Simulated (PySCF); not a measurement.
Structure problem from calculated spectra and properties.

Formula: H5NSi.

| Quantity | Value |
| --- | --- |
| XPS | Si2p3/2 106.9, N1s 404.7, Si1s 1846.8 eV [ΔSCF SCAN, pcX-2 on the ionised atom, pcseg-1 elsewhere, spin-free X2C, 2p3/2 from a spin–orbit splitting computed afterwards within the 2p shell] |
| NMR, other nuclei | isotropic shieldings of nuclei other than C and H, by class: 271 (1 N), 406 (1 Si) ppm [GIAO PBE0/pcSseg-1] |
| Rotational structure | rotational constants A, B, C: 68.770, 12.842, 12.407 GHz [GFN2-xTB] |
| UV, strongest line | among the 8 lowest singlet transitions: S5 at 8.29 eV (150 nm, f = 0.041) [TDDFT CAM-B3LYP/def2-SVPD] |
| Polarisability | 37.0 au [CAM-B3LYP/def2-SVPD] |
| Triplet | lowest triplet excitation (Tamm–Dancoff): 5.91 eV [TDA CAM-B3LYP/def2-SVPD] |

Electronic properties: PySCF, gas phase, density fitting. Levels stand in brackets. Geometry: GFN2-xTB; no solvent, vibrations or thermal averaging. NMR values are class means; diastereotopic atoms form classes of their own.

Task: Give a SMILES that accounts for the data.

Result: Its formula, H5NSi, gives 0 degrees of unsaturation, so no ring and no π bond. The other shieldings belong to: 271 ppm, silicon-bound nitrogen; 406 ppm, SiH3 silicon. The core levels belong to: Si2p3/2 106.9 eV, SiH3 silicon; N1s 404.7 eV, silicon-bound nitrogen; Si1s 1846.8 eV, SiH3 silicon. The optimised geometry has point group Cs and is an asymmetric top. Structure: `N[SiH3]`.
